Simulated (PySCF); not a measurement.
CH2, SMILES [CH2] (connectivity only; charge and spin as stated), neutral, multiplicity 1.

The structure is a stationary point at B3LYP-D3(BJ)/def2-TZVPD. The isomer is the one that the SMILES or the coordinates give; other isomers of the formula were not compared.

Lowest vertical singlet excitation by several levels in PySCF, with rough processor times relative to the cheapest run on one machine. Each run also gave further roots (ADC and EOM-CCSD ionised and attached states too); roots are paired by order and the bases differ. EOM-CCSD serves as a yardstick, not as the true value; all levels that ended soundly for this molecule are listed, with differences from unrounded values.

| level | relative cost |
|---|---|
| ADC(2)/aug-cc-pVDZ | 1 |
| TDA-PBE/def2-TZVPD | 3 |
| TDA-B3LYP/def2-TZVPD | 4 |
| EOM-CCSD/aug-cc-pVDZ | 4 |
| TDA-LC-ωPBE/def2-TZVPD | 5 |

Question: Give S1 at each level and its distance from EOM-CCSD. (Estimate from the structure and the level; the computed values follow.)

Answer: 
```tsv
level	S1 (eV)	S1 minus EOM-CCSD (eV)
ADC(2)/aug-cc-pVDZ	1.62	-0.12
TDA-PBE/def2-TZVPD	1.71	-0.03
TDA-B3LYP/def2-TZVPD	1.72	-0.02
EOM-CCSD/aug-cc-pVDZ	1.74	0.00
TDA-LC-ωPBE/def2-TZVPD	1.59	-0.15
```

Question: Which is the cheapest level here that lands within 0.5 eV of EOM-CCSD?

Answer: ADC(2)/aug-cc-pVDZ, at about 23 % of the cost of EOM-CCSD.
